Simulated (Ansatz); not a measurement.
H2OSi (`O[SiH]`), relaxed with RKS PBE-D4/def2-SVP in Ansatz from a rough embedded geometry. The force threshold is 0.03 eV/Å; the program also tests the step.

The species carries charge 0 and has multiplicity 1.

Start:

```xyz
4

O     0.872   -0.097    0.135
Si   -0.787   -0.148   -0.244
H     1.388   -0.759   -0.131
H    -1.473    1.003    0.241
```

(1) By how much does the energy fall, and how many steps does the optimiser take? (Best estimate.)

(2) Which bonds change most? (Best estimate.)

(3) Give the relaxed structure. (An estimate is asked.)

Answers

(1) Computed: 66.06 kJ/mol, in 4 steps.

(2) Computed: Si2–H4 from 1.425 to 1.554 Å; O1–H3 from 0.881 to 0.977 Å; O1–Si2 from 1.703 to 1.695 Å.

(3) The calculation gave: 
```xyz
4

O     0.788   -0.013    0.157
Si   -0.814   -0.283   -0.327
H     1.375   -0.743   -0.121
H    -1.348    1.040    0.290
```
